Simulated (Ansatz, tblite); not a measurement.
**The cluster GeO₂−: a ladder of methods and basis sets**

The task here is to estimate one member of a computed series from the others.

Computed with Ansatz 0.2.0, Gaussian basis. Level: as each input shows.

The runs, in order: GFN1-xTB, GFN2-xTB, PBE-D4/def2-TZVPD, r2SCAN-D4/def2-TZVPD, B3LYP-D4/def2-TZVPD, PBE-QIDH/def2-TZVPD, ωB97M-V/def2-TZVPD, r2SCAN0-D4/def2-TZVPD, HF/def2-TZVPD, PBE+5HF/def2-TZVPD, PBE+10HF/def2-TZVPD, PBE+15HF/def2-TZVPD, PBE+35HF/def2-TZVPD, PBE+50HF/def2-TZVPD, PBE-D4/def2-SVPD, PBE0-D4/def2-SVPD, HF/6-31G, B3LYP-D4/6-31G, CCSD(T)/def2-TZVPPD, MP2/def2-TZVPD, RPA/def2-TZVPD.

**The structure**

The doublet was relaxed beforehand with PBE-D4/def2-TZVPD. At that level it is the lowest of the isomers that a small search found.

3 atoms, charge -1, spin multiplicity 2.

Bond lengths: Ge1–O2 1.716 Å, Ge1–O3 1.716 Å. Angles: O2–Ge1–O3 131.9°.

The ion is computed in the gas phase, without counter-ions or solvent.

PBE0-D4/def2-TZVPD was run before; its log isn't repeated, and its numbers join the tables.

Set-up of the first run:

Tight binding, by tblite at 300 K electronic temperature and without a spin-polarisation term:

```python
tblite.interface.Calculator('GFN1-xTB', numbers, positions, charge=-1, uhf=1).singlepoint()
```

Tight binding, by tblite at 300 K electronic temperature and without a spin-polarisation term:

```python
tblite.interface.Calculator('GFN2-xTB', numbers, positions, charge=-1, uhf=1).singlepoint()
```

start.molden holds the orbitals of an earlier run on this state, given as this run's starting guess.

The input, in.yaml:

```yaml
crystal:
  periodic: [false, false, false]
  atoms:
    - {symbol: Ge, position_ang: [0.462591, -0.056737, 0.012842]}
    - {symbol: O, position_ang: [-0.424351, -1.523022, 0.093607]}
    - {symbol: O, position_ang: [-0.038239, 1.579759, -0.106449]}
basis:
  gaussian: {orbitals: def2-TZVPD, initial_orbitals: start.molden}
total_charge: -1
magnetization: {spin_polarized: true, initial_magnetization: 1}
hamiltonian: {xc: pbe, dispersion: d4}
scf: {omitted_lower_state_checks: [starts]}
output: {orbitals: {seedname: orbitals}}
```

Command:

```console
$ ansatz run in.yaml --threads 4 --pin off --events-out ev --progress --plain --max-ram 3916MiB
```

Steps of the session up to this table: PBE-D4/def2-TZVPD; r2SCAN-D4/def2-TZVPD; B3LYP-D4/def2-TZVPD; PBE-QIDH/def2-TZVPD; ωB97M-V/def2-TZVPD; r2SCAN0-D4/def2-TZVPD; HF/def2-TZVPD; PBE+5HF/def2-TZVPD; PBE+10HF/def2-TZVPD; PBE+15HF/def2-TZVPD; PBE+35HF/def2-TZVPD; PBE+50HF/def2-TZVPD; PBE-D4/def2-SVPD; PBE0-D4/def2-SVPD; HF/6-31G; B3LYP-D4/6-31G; CCSD(T)/def2-TZVPPD; MP2/def2-TZVPD; RPA/def2-TZVPD.

One of the session's tables, all rows but one given; the rest of the session is left out.

| level | HOMO (eV) | LUMO (eV) | gap (eV) |
| --- | --- | --- | --- |
| HF/6-31G | -3.31 | 6.56 | 9.87 |
| HF/def2-TZVPD | -4.23 | 4.81 | 9.04 |
| PBE-D4/def2-SVPD | 0.16 | 1.10 | 0.94 |
| PBE-D4/def2-TZVPD | 0.21 | 1.14 | 0.93 |
| r2SCAN-D4/def2-TZVPD | -0.09 | 1.43 | 1.53 |
| B3LYP-D4/6-31G | -0.11 | 2.46 | 2.56 |
| B3LYP-D4/def2-TZVPD | -0.81 | 1.69 | 2.50 |
| PBE0-D4/def2-SVPD | -1.10 | 1.99 | 3.09 |
| PBE0-D4/def2-TZVPD | -1.02 | 2.04 | 3.06 |
| r2SCAN0-D4/def2-TZVPD | -1.29 | 2.27 | 3.55 |
| ωB97M-V/def2-TZVPD | ? | ? | ? |
| PBE+5HF/def2-TZVPD | -0.03 | 1.32 | 1.36 |
| PBE+10HF/def2-TZVPD | -0.28 | 1.51 | 1.78 |
| PBE+15HF/def2-TZVPD | -0.52 | 1.69 | 2.21 |
| PBE+35HF/def2-TZVPD | -1.53 | 2.39 | 3.92 |
| PBE+50HF/def2-TZVPD | -2.29 | 2.90 | 5.20 |

Estimate the missing values for ωB97M-V/def2-TZVPD.

**Answer.** HOMO (eV): -3.09; LUMO (eV): 3.51; gap (eV): 6.60. In the column «HOMO (eV)» it lies between HF/6-31G (-3.31) and PBE+50HF/def2-TZVPD (-2.29).
